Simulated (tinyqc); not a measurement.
Worked calculation: harmonic frequencies on the B3LYP (VWN-RPA form)/sto-3g surface (energies and gradients from PySCF), for LiH, spin multiplicity 1. One step of it, computed by the program tinyqc.

Question. One row of the Hessian: 1Liz. Displace 1Liz by +/-0.005 bohr; H(k, :) = (g(+) - g(-)) / (2 delta).

optimised positions (bohr):
```
            x         y         z
1Li  0.000000  0.000000  0.178563
2H   0.000000  0.000000  3.062284
```

gradient at +delta (hartree/bohr):
```
              x           y            z
1Li  0.00000000  0.00000000   0.00051536
2H   0.00000000  0.00000000  -0.00051009
```

gradient at -delta (hartree/bohr):
```
              x           y            z
1Li  0.00000000  0.00000000  -0.00049937
2H   0.00000000  0.00000000   0.00050489
```

Give: row of the Hessian.

Answer.

row of the Hessian (hartree/bohr^2): 1Lix 0.00000, 1Liy 0.00000, 1Liz 0.10147, 2Hx 0.00000, 2Hy 0.00000, 2Hz -0.10150
